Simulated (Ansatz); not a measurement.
**Ni (Im-3m)**

The calculation used Ansatz 0.2.0, DFT r2SCAN, scalar-relativistic, plane waves, PAW.

Cutoff 500 eV; k points 22×22×22 on the computed 1-atom cell (Γ-centred); Gaussian smearing, width 0.10 eV; collinear spin from starting moments 0.76 μB.

The structure is relaxed at this level of theory with its symmetry kept. This bcc form isn't the element's structure at ambient conditions.

```cif
data_structure
_symmetry_space_group_name_H-M 'P 1'
_symmetry_Int_Tables_number 1
_cell_length_a 2.3955
_cell_length_b 2.3955
_cell_length_c 2.3955
_cell_angle_alpha 109.471
_cell_angle_beta 109.471
_cell_angle_gamma 109.471
_cell_volume 10.58
loop_
_atom_site_label
_atom_site_type_symbol
_atom_site_fract_x
_atom_site_fract_y
_atom_site_fract_z
_atom_site_occupancy
Ni1 Ni 0.00000 0.00000 0.00000 1
```

| Item | Value |
| --- | --- |
| Space group | Im-3m (No. 229) |
| Volume per atom | 10.58 Å³ |
| Formation energy from the elements' standard states (uncorrected) | +0.121 eV/atom |
| Generalised Kohn–Sham band gap | none (metal) |
| Density of states at the Fermi level | 1.06 states/eV per cell |
| Löwdin character within 0.5 eV of the Fermi level | Ni 3d 93 % |
| Bulk modulus | 214 GPa |
| Its pressure derivative | 4.9 |
| Bader charges (e) | Ni (1 in the cell) 0.00 |
| Total moment | 0.64 μB per cell |
| Site moments (μB; atoms counted from 1 over the whole cell) | Ni (atom 1) 0.69 |

The state reached may not be the lowest one.

Only this magnetic start was tried.